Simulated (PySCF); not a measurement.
One molecule, one basis, several functionals.

Species: methylaminoethane, C₃H₉N.
InChI=1S/C3H9N/c1-3-4-2/h4H,3H2,1-2H3

Torsions of this conformer, `[CH3:1][CH2:2][NH:3][CH3:4]`: C1–C2–N3–C4 180°.

PySCF, pcSseg-2 basis, density fitting, gas phase, PBE0-D3(BJ)/def2-SVP geometry. One functional is left out:

| functional | exact exchange (%) | HOMO energy (eV) | LUMO energy (eV) | dipole moment (D) |
| --- | --- | --- | --- | --- |
| B97-D | 0 | -4.98 | 0.10 | 0.808 |
| BLYP | 0 | -4.88 | -0.06 | 0.805 |
| BP86 | 0 | -5.07 | 0.12 | 0.817 |
| LDA | 0 | -5.04 | -0.15 | 0.844 |
| OPBE | 0 | -4.92 | 0.06 | 0.785 |
| PBE | 0 | -4.96 | -0.05 | 0.806 |
| B3LYP | 20 | -6.16 | 0.36 | 0.859 |
| PBE0 | 25 | -6.36 | 0.67 | 0.868 |
| mPW1PW91 | 25 | -6.39 | 0.65 | 0.870 |
| BHandHLYP | 50 | -7.73 | 1.17 | 0.915 |

Problem. Predict the row of B97-2 (21 % exact exchange) by straight lines through the other rows, and check it.

Solution. 
```json
{"property": "HOMO energy (eV)", "line": "-6.15", "computed": "-6.11", "computed − line": "+0.04", "B3LYP (20 %), for comparison": "-6.16"}
{"property": "LUMO energy (eV)", "line": "0.50", "computed": "0.71", "computed − line": "+0.21", "B3LYP (20 %), for comparison": "0.36"}
{"property": "dipole moment (D)", "line": "0.857", "computed": "0.856", "computed − line": "-0.001", "B3LYP (20 %), for comparison": "0.859"}
```

Problem. Which of these properties follows the share of exact exchange most closely, and which least?

Solution. Most closely the HOMO energy, least the dipole moment; the correlations over the tabulated rows are HOMO energy -0.998, LUMO energy 0.975, dipole moment 0.931. The HOMO energy moves by -0.556 eV for every 10 %. Functionals with the same share still differ in their other parts: at 0 % BLYP and BP86 differ by 0.19 eV in it.
